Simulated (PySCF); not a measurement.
H3N, SMILES N. Atoms are numbered in the order given.

```xyz
4

N      0.0000     0.0000     0.1179
H     -0.8179    -0.4722    -0.2751
H      0.0000     0.9445    -0.2751
H      0.8179    -0.4722    -0.2751
```

Coordinates come from a PBE-D3(BJ)/def2-TZVPD optimisation.

These are PBE0/pcSseg-2 in PySCF values and carry that method's errors.

GIAO shieldings, no solvent; atoms alike by connectivity are averaged. δ = σ(ref) − σ: ¹⁵N against NH3 (σ = 263.3 ppm); ¹H against TMS (σ = 31.54 ppm), references at their B3LYP-D3(BJ)/def2-TZVP geometries, non-relativistic.

```tsv
nucleus	atoms	count	δ (ppm)
¹⁵N	N1	1	3.3
¹H	H2, H3, H4	3	0.24
```
